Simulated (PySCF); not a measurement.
chlorine (Cl2), SMILES ClCl. Geometry optimised at B3LYP-D3(BJ)/def2-TZVPD.

PySCF with TDA-M06-2X/def2-TZVPD puts the lowest singlet excitations at 3.56, 3.56, 6.41, 6.41, 8.66, 8.66 eV and the lowest triplet (TDA) at 2.81 eV.

Question: What are the lowest singlet roots from EOM-CCSD/aug-cc-pVDZ run with PySCF? (The exact figures need the calculation; the answer reports its results.)

Answer: 3.79, 3.79, 6.50, 6.50, 8.85, 8.85 eV; triplets 2.98, 2.98, 5.89 eV. S1 differs by 0.23 eV (second minus first; roots are paired by order, and the bases may differ).
